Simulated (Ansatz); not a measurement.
C4H5F can be A, `C=C=C(C)F`, or B, `C=C/C=C\F`.

Program: Ansatz. Geometries: PBE0-D4/def2-TZVP. ΔE: electronic, gas phase. CCSD(T)/CBS adds triple-zeta CCSD(T) − MP2 to the extrapolated MP2 energy (def2 sets, frozen cores). Functionals use def2-TZVPP. B3LYP here is the variant with VWN-RPA as its local correlation; programs differ in this. One conformer a species, not always the lowest.

A:

```xyz
10

C     1.571   -0.392   -1.364
C     0.634   -0.439   -0.465
C    -0.311   -0.449    0.432
C    -1.147    0.692    0.872
F    -0.614   -1.602    1.072
H     2.602   -0.173   -1.100
H     1.360   -0.577   -2.414
H    -2.204    0.479    0.690
H    -0.871    1.597    0.333
H    -1.019    0.863    1.944
```

B:

```xyz
10

C     1.618   -0.708   -0.563
C     0.691   -0.123    0.194
C    -0.672    0.100   -0.235
C    -1.617    0.680    0.495
F    -1.389    1.126    1.735
H     2.629   -0.857   -0.205
H     1.392   -1.057   -1.566
H     0.949    0.215    1.193
H    -0.964   -0.225   -1.227
H    -2.639    0.849    0.178
```

(1) Which isomer does CCSD(T)/CBS put lower? Give the gap. (An estimate is asked.)

(2) Give E(B) − E(A) in kJ/mol with r2SCAN-D4, PBE-D4, B3LYP-D4, CCSD/def2-TZVPP, HF/def2-TZVPP, MP2/def2-TZVPP, PBE0-D4. (Best estimate.)

Largest T1 diagnostic: 0.012.

Answers

(1) Computed: B, by 60.2 kJ/mol.

(2) Computed: r2SCAN-D4 -55.0, PBE-D4 -52.2, B3LYP-D4 -56.1, CCSD/def2-TZVPP -59.1, HF/def2-TZVPP -65.2, MP2/def2-TZVPP -61.4, PBE0-D4 -55.0. None reverses the order clearly.

In def2-TZVPP, CCSD(T) changes the Hartree–Fock value by +5.6 kJ/mol (the triples alone add −0.5 kJ/mol) and MP2 by +3.8 kJ/mol.
